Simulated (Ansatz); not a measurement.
# Al2+ (sextet): wave-function methods side by side, def2-QZVPP

An exercise on one series of results from a longer session: the logs are not shown, and one member is left open.

Computed with Ansatz 0.2.0, Gaussian basis. Level: def2-QZVPP, core rule «outside noble gas», up to 10 orbitals frozen.

Plan: UHF; ROHF; CCSD(T) on UHF.

## What is computed

The geometry is a PBE0/def2-TZVP stationary point (not a proven minimum) of the parent state, kept for this charge and spin.

2 atoms, charge 1, spin multiplicity 6.

Atoms are counted from 1 here; the program's logs count them from 0.

Bond lengths: Al1–Al2 2.509 Å.

The first run:

in.yaml

```yaml
crystal:
  periodic: [false, false, false]
  atoms:
    - {symbol: Al, position_ang: [0.000000, 0.000000, 0.000000]}
    - {symbol: Al, position_ang: [0.000000, 0.000000, 2.508600]}
basis:
  gaussian: {orbitals: "def2-QZVPP.json"}
total_charge: 1
magnetization: {spin_polarized: true, initial_magnetization: 5}
hamiltonian: {xc: hf}
output: {orbitals: {seedname: orbitals}}
```

Command:

```console
$ ansatz run in.yaml --threads 1 --pin off --events-out ev --progress --plain --max-ram 2393MiB
```

Among the steps run: UHF; ROHF; CCSD(T) on UHF.

One of the session's tables, all rows but one given; the rest of the session is left out.

| method | from UCCSD(T) (meV) |
| --- | --- |
| ROHF | +1184.4 |
| UHF | +1177.6 |
| UMP2 | +377.7 |
| UCCSD | ? |
| UCCSD(T) | 0 |

Q: Estimate the row for UCCSD from the others.

**Answer.** from UCCSD(T) (meV): +42.4. In the column «from UCCSD(T) (meV)» it lies between UCCSD(T) (0) and UMP2 (+377.7).
